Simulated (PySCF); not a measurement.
Species: N-methylsulfinylamine, CH₃NOS.
InChI=1S/CH3NOS/c1-2-4-3/h1H3

Method used: MP2 and CCSD/aug-cc-pVDZ in PySCF, restricted Hartree–Fock reference, 8 core orbitals frozen, non-relativistic, gas phase, PBE0-D3(BJ)/def2-SVP geometry.

E(HF) = -566.39517 Eh.

Problem. How large is the problem?

Solution. 123 basis functions and 40 electrons; 8 orbitals frozen, which leaves o = 12 correlated occupied and v = 103 virtual orbitals. That is o·v = 1236 singles and o·v(o·v + 1)/2 = 764466 distinct closed-shell doubles amplitudes before symmetry; the costliest CCSD step grows as o²v⁴ = 1.6 × 10^10.

Problem. What are the MP2 and CCSD correlation energies?

Solution. MP2 -0.6838 Eh and CCSD -0.6995 Eh, which gives totals of -567.07896 and -567.09469 Eh. That is 0.793 eV for each correlated electron at CCSD (1837 kJ/mol in all, 0.123 % of the total energy); MP2 gives 97.8 % of the CCSD value.

Problem. What is the T1 diagnostic?

Solution. 0.0205, close to the customary warning level of 0.02. It is the norm of the spatial-orbital singles amplitudes over the root of the number of correlated electrons, so the norm is 0.100.

Problem. How does correlation change the dipole moment?

Solution. HF gives 1.94 D and CCSD (unrelaxed density) 1.64 D, a change of -0.30 D; the two vectors are 7° apart.

No triples correction and no basis-set extrapolation were made.
